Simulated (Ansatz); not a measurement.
Compare A (`C1CC2=C1CC2`) with its isomer B (`C=C1CCC1=C`).

Gas-phase electronic energies from Ansatz, PBE0-D4/def2-TZVP geometries. CCSD(T)/CBS is the MP2 limit (def2-TZVPP, def2-QZVPP) plus CCSD(T) − MP2 in def2-TZVPP, frozen cores. Functionals use def2-TZVPP. B3LYP here is the variant with VWN-RPA as its local correlation; programs differ in this.

Q: Which isomer does CCSD(T)/CBS put lower? Give the gap. (An estimate is asked.)

A: Computed: B, by 40.0 kcal/mol.

Q: Give E(B) − E(A) in kcal/mol with MP2/def2-TZVPP, PBE-D4, CCSD(T)/def2-SVP, B2PLYP, B3LYP, CCSD/def2-TZVPP, PBE0-D4. (Estimate.)

A: Ansatz gave: MP2/def2-TZVPP -37.3, PBE-D4 -38.8, CCSD(T)/def2-SVP -40.9, B2PLYP -42.3, B3LYP -44.3, CCSD/def2-TZVPP -40.6, PBE0-D4 -38.2. None reverses the order clearly.

Q: Does the order hold for the free energy at 298.15 K (harmonic terms from PBE0-D4)? (Estimate.)

A: The calculation gave: Yes: G(B) − G(A) = -42.0 kcal/mol. Modes under 60 cm⁻¹, often nearly free rotors, make the harmonic entropy too high.

Largest T1 diagnostic: 0.011.

The D4 term adds −0.8 kcal/mol with B3LYP and −0.4 kcal/mol with PBE0; it sums over pairs of atoms, weighted by their polarisabilities, and B3LYP, whose exchange is more repulsive, gets the larger term. At CCSD(T), def2-SVP lies −0.9 kcal/mol from the extrapolated value and def2-TZVPP −0.1 kcal/mol.
